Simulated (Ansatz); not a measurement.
**How basis sets differ on BOF (fluoro(oxo)borane)**

The species is BOF (3 atoms), meant as a singlet with charge 0. SMILES: `O=BF`. The shape is that of a PBE0-D4/def2-TZVP optimisation.

```tsv
atom	x (Å)	y (Å)	z (Å)
O	0.9831	-0.5651	0.4799
B	0.0203	-0.0116	0.0099
F	-1.0034	0.5768	-0.4898
```

Quantity: the vertical energy of the triplet above the singlet, in eV. The values are calculated.

```json
{"level": "MP2/STO-3G", "kind": "perturbation theory", "program": "Ansatz", "value (eV)": "8.90", "CPU time (all runs)": "1.5 s"}
{"level": "MP2/Sapporo-DZP", "kind": "perturbation theory", "program": "Ansatz", "value (eV)": "8.71", "CPU time (all runs)": "5.3 s"}
{"level": "MP2/Sapporo-TZP", "kind": "perturbation theory", "program": "Ansatz", "value (eV)": "8.19", "CPU time (all runs)": "9.9 s"}
{"level": "MP2/cc-pVTZ", "kind": "perturbation theory", "program": "Ansatz", "value (eV)": "8.54", "CPU time (all runs)": "84 s"}
{"level": "MP2/Sapporo-QZP", "kind": "perturbation theory", "program": "Ansatz", "value (eV)": "8.35", "CPU time (all runs)": "79 s"}
```

The values span 8.19 to 8.90 eV. Times are those of the runs behind each value, whatever else they computed, on shared processors of several kinds: orders of magnitude only.
